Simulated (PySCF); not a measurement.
# Nuclear quadrupole coupling in AlMe2H

Compound: AlMe2H, C2H7Al.
Z-matrix (Å and degrees, PBE0-D3(BJ)/def2-SVP geometry), rows numbered from 1:
```
Al
C   1  1.9602
H   2  1.1046  1  110.74
H   2  1.1042  1  111.05  3  -117.29
H   2  1.1010  1  113.53  3   121.11
C   1  1.9603  2  119.74  3    61.73
H   6  1.1047  1  110.59  2    63.70
H   6  1.1040  1  111.16  2   -53.59
H   6  1.1010  1  113.53  2  -175.39
H   1  1.5980  2  120.11  3  -118.41
```

Field gradients from the PBE0/pcSseg-1 (pcSseg-2 on Al) density (PySCF, non-relativistic), principal values in atomic units, ordered |Vxx| ≤ |Vyy| ≤ |Vzz|:

```
atom      Vxx      Vyy     Vzz
 Al1  -0.6828  -0.8182  1.5010
```

Find the asymmetry η = (Vxx − Vyy)/Vzz and the couplings χ = eQV/h (234.96 MHz × Q in barn × V in au), with Q(27Al) = 0.1466 b.

```
atom                    environment  nucleus     η  χzz (MHz)  χxx (MHz)  χyy (MHz)
 Al1  aluminium bonded to 2 C and H     27Al  0.09      51.70     -23.52     -28.18
```

What is Vzz at Al1 in SI units (1 au = 9.71736 × 10²¹ V/m²)?

1.5010 au = 14.586 × 10²¹ V/m².

And the gradient at the other heavy atoms, for which no coupling is worked out here?

```csv
atom,environment,Vzz (au),η
C2,carbon bonded to Al and 3 H,-0.170,0.22
C6,carbon bonded to Al and 3 H,-0.170,0.22
```

What couplings would deuterons (Q(2H) = 0.00286 b) have in place of the hydrogens, at this geometry?

```json
{"atom": "H3", "bonded to": "C2", "bond length (Å)": "1.105", "Vzz (au)": "0.2981", "η": "0.04", "χzz (kHz)": "200"}
{"atom": "H4", "bonded to": "C2", "bond length (Å)": "1.104", "Vzz (au)": "0.2986", "η": "0.04", "χzz (kHz)": "201"}
{"atom": "H5", "bonded to": "C2", "bond length (Å)": "1.101", "Vzz (au)": "0.3021", "η": "0.05", "χzz (kHz)": "203"}
{"atom": "H7", "bonded to": "C6", "bond length (Å)": "1.105", "Vzz (au)": "0.2979", "η": "0.04", "χzz (kHz)": "200"}
{"atom": "H8", "bonded to": "C6", "bond length (Å)": "1.104", "Vzz (au)": "0.2988", "η": "0.04", "χzz (kHz)": "201"}
{"atom": "H9", "bonded to": "C6", "bond length (Å)": "1.101", "Vzz (au)": "0.3021", "η": "0.05", "χzz (kHz)": "203"}
{"atom": "H10", "bonded to": "Al1", "bond length (Å)": "1.598", "Vzz (au)": "0.0995", "η": "0.07", "χzz (kHz)": "67"}
```

Isolated species at its PBE0-D3(BJ)/def2-SVP geometry, gas phase. With so small a basis the couplings can be 20 % off.
